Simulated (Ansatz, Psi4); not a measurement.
**COF2 (carbonyl fluoride): a line through the functionals**

COF2 has 4 atoms, charge 0, and is taken as a singlet. As SMILES, `O=C(F)F`. The shape is that of a PBE0-D4/def2-TZVP optimisation.

The electronic atomisation energy y, in eV, basis aug-cc-pVDZ; a is the functional's share of exact exchange. Programs: Ansatz 0.2.0, Psi4 1.11.

| functional | program | a | y (eV) |
| --- | --- | --- | --- |
| TPSS | Psi4 | 0 | 17.89 |
| PBE | Psi4 | 0 | 19.07 |
| B3LYP | Psi4 | 0.2 | 17.64 |
| r2SCAN0 | Ansatz | 0.25 | 17.20 |
| PBE0 | Psi4 | 0.25 | ? |
| BHLYP | Psi4 | 0.5 | 16.25 |

Problem. Fit y = c + s·a to the known rows and predict PBE0.

Solution. 
1. Means of the 5 rows: a = 0.1900, y = 17.610.
2. Σ(Δa)² = 0.172, Σ(Δa·Δy) = -0.7765, so the slope is -0.7765/0.172 = -4.5145.
3. Intercept: 17.610 − (-4.5145) × 0.1900 = 18.468. The largest residual of the fit is 0.60.
4. PBE0: 18.468 + (-4.5145) × 0.25 = 17.34 eV.

The run gave 17.96 eV, so the prediction is off by -0.62 eV, about the largest residual. The rows mix families of semi-local functionals, which the line can't see.
